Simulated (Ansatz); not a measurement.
# SiH+ (triplet): from Hartree-Fock to the top rungs, cc-pVQZ

One table from this session's results is given with a row withheld; the runs are named, their logs left out.

Program: Ansatz 0.2.0, Gaussian basis. Level of theory: cc-pVQZ, core rule «outside noble gas», up to 5 orbitals frozen. These are calculated values, not measurements.

Plan: UHF; CCSD(T) on ROHF; CCSD(T) on UHF; BCCD(T) on ROHF; CCSDT(Q) on ROHF; CCSDT(Q) on UHF; CASSCF and MRCISD+Q, 4 electrons in 5 orbitals; CASSCF and NEVPT2, 4 electrons in 5 orbitals; Full CI.

10 further runs of the same task are left out: 3 that didn't finish, 7 set aside as unsound or not needed.

## The system

The geometry is a PBE0/def2-TZVP stationary point (not a proven minimum).

2 atoms, charge 1, spin multiplicity 3.

Atoms are counted from 1 here; the program's logs count them from 0.

Bond lengths: Si1–H2 1.547 Å.

Set-up of the first run:

File in.yaml:

```yaml
crystal:
  periodic: [false, false, false]
  atoms:
    - {symbol: Si, position_ang: [0.000000, 0.000000, 0.000000]}
    - {symbol: H, position_ang: [0.000000, 0.000000, 1.547200]}
basis:
  gaussian: {orbitals: cc-pVQZ}
total_charge: 1
magnetization: {spin_polarized: true, initial_magnetization: 2}
hamiltonian: {xc: hf}
output: {orbitals: {seedname: orbitals}}
```

Launch:

```bash
ansatz run in.yaml --threads 1 --pin off --events-out ev --progress --plain --max-ram 2393MiB
```

Steps of the session up to this table: UHF; CCSD(T) on ROHF; CCSD(T) on UHF; BCCD(T) on ROHF; CCSDT(Q) on ROHF; CCSDT(Q) on UHF; CASSCF and MRCISD+Q, 4 electrons in 5 orbitals; CASSCF and NEVPT2, 4 electrons in 5 orbitals; Full CI.

One of the session's tables, all rows but one given; the rest of the session is left out.

| method | from FCI (kcal/mol) |
| --- | --- |
| ROHF | +47.82 |
| UHF | +44.92 |
| RMP2 | +12.63 |
| UMP2 | +12.06 |
| RCCSD | +1.84 |
| UCCSD | ? |
| RCCSD(T) | +0.43 |
| UCCSD(T) | +0.38 |
| BCCD(T) | +0.42 |
| RCCSDT | +0.03 |
| UCCSDT | -0.02 |
| RCCSDT(Q) | +0.01 |
| UCCSDT(Q) | -0.04 |
| CASSCF valence | +30.97 |
| NEVPT2 valence | +7.91 |
| MRCISD valence | +1.14 |
| MRCISD+Q valence | +0.11 |
| FCI | 0 |

Estimate the missing values for UCCSD.

**Answer.** from FCI (kcal/mol): +1.65. In the column «from FCI (kcal/mol)» it lies between MRCISD valence (+1.14) and RCCSD (+1.84).

Among the levels timed on like hardware and quicker than the yardstick, those that no quicker one beats, quickest first: NEVPT2 valence (3.8 s, +7.91 kcal/mol); RCCSD(T) (4.1 s, +0.43 kcal/mol); UCCSD(T) (5.5 s, +0.38 kcal/mol); MRCISD+Q valence (6.5 s, +0.11 kcal/mol).

To keep in mind: The yardstick is full CI for this spin, exact in this basis with these frozen cores. Of the multireference levels listed MRCISD+Q valence comes nearest in total energy (+0.11 kcal/mol), which doesn't show that its space is the better one. Levels on UHF freeze UHF's core orbitals, full CI those of ROHF, so the U rows can settle a little off it for that reason alone. Restricted and unrestricted rows rest on different reference determinants; where their highest levels disagree by more than a few hundredths of an eV, they describe different states and don't form one ladder.
